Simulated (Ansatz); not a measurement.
**Structure relaxation of Bi₂Br₃**

Method: DFT PBE, scalar-relativistic, plane waves, PAW in Ansatz 0.2.0.

The start puts Bi₂Br₃ on the corundum structure type (R-3c, No. 167), with Bi in place of Al, Br in place of O, at a guessed volume.

Input of the last, converged step (default PAW datasets):

```yaml
crystal:
  lattice:
    - [4.3312341871, 2.5006392239, 5.5130215595]
    - [-4.3312341871, 2.5006392239, 5.5130215595]
    - [0.0, -5.0012784477, 5.5130215595]
  atoms:
    - { symbol: Bi, position: [0.8429082681, 0.8429082681, 0.8429082681] }
    - { symbol: Bi, position: [0.6570917319, 0.6570917319, 0.6570917319] }
    - { symbol: Bi, position: [0.1570917319, 0.1570917319, 0.1570917319] }
    - { symbol: Bi, position: [0.3429082681, 0.3429082681, 0.3429082681] }
    - { symbol: Br, position: [0.0927122282, 0.4072877718, 0.75] }
    - { symbol: Br, position: [0.75, 0.0927122282, 0.4072877718] }
    - { symbol: Br, position: [0.4072877718, 0.75, 0.0927122282] }
    - { symbol: Br, position: [0.9072877718, 0.5927122282, 0.25] }
    - { symbol: Br, position: [0.25, 0.9072877718, 0.5927122282] }
    - { symbol: Br, position: [0.5927122282, 0.25, 0.9072877718] }
basis:
  ecutwfc: 420
kpoints:
  mp_grid: { grid: [6, 6, 6] }
hamiltonian:
  xc: pbe
scf:
  occupations: { method: gaussian, width: 0.1 }
output:
  forces: true
  stress: true
  eigenvalues: true
relax:
  adjacent_minimum: "off"
  f_tol: 0.01
  max_steps: 80
  cell: { stress_tol: 0.05 }
```

Launched as:

```bash
ansatz run input.yaml --threads 1 --pin off --max-ram 2560MiB --backend cpu --events-out ev --progress --plain --runs-dir out
```

The run took 12 min on 1 thread of Arm Neoverse V2, on a shared host, peak memory 0.83 GiB.

End of the output:

```
SCF converged after 6 iterations
Free energy (F): -66288.185141 eV
Harris-Foulkes:  -66288.185141 eV  (|F-HF|=2.91e-11)
Internal energy: -66288.145739 eV  (E = F + TS)
E sigma→0 (E₀):  -66288.165440 eV
Entropy (-TS):   -0.039401 eV (-3.940 meV/atom)
Fermi energy:    6.408763 eV
--- Per-component energies (eV) ---
  E_band       = -711.968486
  E_kinetic    = 1996.537283
  E_local      = -8420.167645  (includes V_loc(G=0)·N_el)
  E_nonlocal   = 2665.291070
  E_hartree    = 2724.886431
  E_xc         = -2185.799953
  E_vxc        = -1189.504880  (∫ρ·V_xc dr)
  E_paw        = -56131.864628  (= ΣΔE_a)
  E_vpaw       = -1213.895516  (= ΣTr[D̂ρ^β])
  E_aug_tail   = -0.001698  (compensation charges beyond the density's cutoff)
  E_ewald      = -6937.026600
  E_smearing   = -0.039401  (= −TS)
  E_closure    =  0.000000  (closes the sum)
  Σ components = -66288.185141   (vs F -66288.185141, Δ=0.00e0)
--- Forces (eV/Å), atoms counted from 1 ---
  atom   1  Bi     0.00000000     0.00000000     0.00488348
  atom   2  Bi     0.00000000     0.00000000    -0.00488348
  atom   3  Bi     0.00000000     0.00000000    -0.00488348
  atom   4  Bi     0.00000000     0.00000000     0.00488348
  atom   5  Br    -0.00074380     0.00000000     0.00000000
  atom   6  Br     0.00037190    -0.00064415     0.00000000
  atom   7  Br     0.00037190     0.00064415     0.00000000
  atom   8  Br     0.00074380     0.00000000     0.00000000
  atom   9  Br    -0.00037190     0.00064415     0.00000000
  atom  10  Br    -0.00037190    -0.00064415     0.00000000
  max |Σ_I F_I| component: 5.78e-18 eV/Å
--- Stress (GPa, compression-positive) ---
       -0.003355       0.000000       0.000000
        0.000000      -0.003355       0.000000
        0.000000       0.000000       0.006288
  P = ⅓ Tr σ = -0.0001 GPa (-0.001 kbar)
--- Relaxed structure (12 steps of the walk, 11 accepted, 1 SCFs on fresh bases) ---
  F+E_penalty+E_count = -66288.18514052 eV   max|allowed force component| = 4.883e-3 eV/Å   (the final SCF, on the basis selected at the relaxed cell)
  cell:  # Å, volume = 341.0261 Å³
    - [4.462183, 2.576243, 4.944271]
    - [-4.462183, 2.576243, 4.944271]
    - [0.000000, -5.152485, 4.944271]
  atoms:
    - { symbol: Bi, position: [0.853259, 0.853259, 0.853259] }
    - { symbol: Bi, position: [0.646741, 0.646741, 0.646741] }
    - { symbol: Bi, position: [0.146741, 0.146741, 0.146741] }
    - { symbol: Bi, position: [0.353259, 0.353259, 0.353259] }
    - { symbol: Br, position: [0.091475, 0.408525, 0.75] }
    - { symbol: Br, position: [0.750000, 0.091475, 0.408525] }
    - { symbol: Br, position: [0.408525, 0.750000, 0.091475] }
    - { symbol: Br, position: [0.908525, 0.591475, 0.250000] }
    - { symbol: Br, position: [0.250000, 0.908525, 0.591475] }
    - { symbol: Br, position: [0.591475, 0.250000, 0.908525] }
```

Absolute energies hang on the potentials; compare differences alone.

The result has space group R-3c (No. 167). Bi has 1 Bi at 3.06 Å, 3 Br at 3.09 Å and 3 Br at 3.41 Å; Br has 2 Bi at 3.09 Å, 2 Bi at 3.41 Å and 6 Br at 3.84–3.93 Å.

Against the elements it lies at -0.29 eV/atom. Formation energies are uncorrected and refer to the elements' standard structures at the same level.

For metals, differences of a few meV/atom aren't resolved. Spin–orbit coupling is left out.

Symmetry constrained the relaxation, so the result can be a saddle point.